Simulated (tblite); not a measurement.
Compound: C₃HClNO (doublet state).
SMILES with atom numbers: `[Cl:1][c:2]1[c:3][o:4][cH:5][n:6]1` (hydrogens: H7 on C5)

Calculated harmonic vibrations of the isolated species, GFN2-xTB (tblite), most abundant isotopes, no scaling. Errors from tens to a few hundred cm⁻¹ against measured bands are possible. Open shells enter through the occupations alone, without spin polarisation, and single modes of such species can be off by tens of per cent.

Harmonic wavenumbers (cm⁻¹): 248.5, 293.0, 470.8, 492.2, 649.8, 774.3, 890.2, 923.6, 1084.7, 1115.7, 1176.5, 1248.0, 1419.8, 1501.5, 3186.5.

A = 11329, B = 2107, C = 1777 MHz; mass 101.975 u (most abundant isotopes); point group Cs, symmetry number 1; spin multiplicity 2.

Q: Zero-point energy?

A: Half the sum of the wavenumbers: 7738 cm⁻¹ = 22.12 kcal/mol.

Q: Give the ideal-gas entropy at 298.15 K and 1 bar in the rigid-rotor, harmonic-oscillator model (classical rotation).

A: Translation 39.80, rotation 26.43, vibration 5.72, spin (R ln 2) 1.38: S = 73.3 cal/(mol K).

Q: And Cp and H(298.15 K) − H(0)?

A: Cp = 17.72 cal/(mol K), of which vibrations give 9.77 (their classical limit is 15 R = 29.8); H(298.15 K) − H(0) = 3.51 kcal/mol without the zero-point energy, 1.14 from vibrations.

Q: How do the functions run with temperature in this model?

A: 
```
 T (K)  S (cal/(mol K))  Cp (cal/(mol K))  H − H(0) (kcal/mol)  G − H(0) (kcal/mol)  ln q(vib)
    50             53.4               8.1                 0.40                -2.27       0.00
   100             59.4               9.4                 0.83                -5.11       0.05
373.15             77.6              20.7                 4.95               -24.02       1.47
   500             84.3              24.8                 7.85               -34.29       2.42
   750             95.4              29.7                14.73               -56.80       4.40
  1000            104.3              32.4                22.52               -81.81       6.30
```

q(vib) and H(0) count from the zero-point level.

Q: What must be added to the electronic energy to get the Gibbs energy at 298.15 K and 1 bar?

A: ZPE + [H(298.15 K) − H(0)] − T·S = 22.12 + 3.51 − 21.86 = 3.77 kcal/mol.

Hindered rotation and anharmonicity are outside this model.
